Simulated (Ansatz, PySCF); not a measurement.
Isomers of C3H6. Gas-phase values, no solvent. Strings in code marks are SMILES.

Quantity: electronic energy of isomers of C3H6 relative to `C=CC`, in kcal/mol.

Level 1: B3LYP/cc-pVTZ // PBE0-D3(BJ)/def2-TZVP (Ansatz, a first-principles code)
Level 2: HSE06/cc-pVTZ // PBE0-D3(BJ)/def2-TZVP (Ansatz)
Level 3: PBE-D3(BJ)/def2-TZVP // PBE0-D3(BJ)/def2-TZVP (PySCF)
Level 4: PBE/6-31G* // PBE0-D3(BJ)/def2-TZVP (PySCF)

| species | level 2 | level 3 | level 4 |
|---|---|---|---|
| `C1CC1` | 3.79 | 5.42 | 4.29 |

Question: What does level 1 give for each?

Answer: 
- `C1CC1`: 8.95
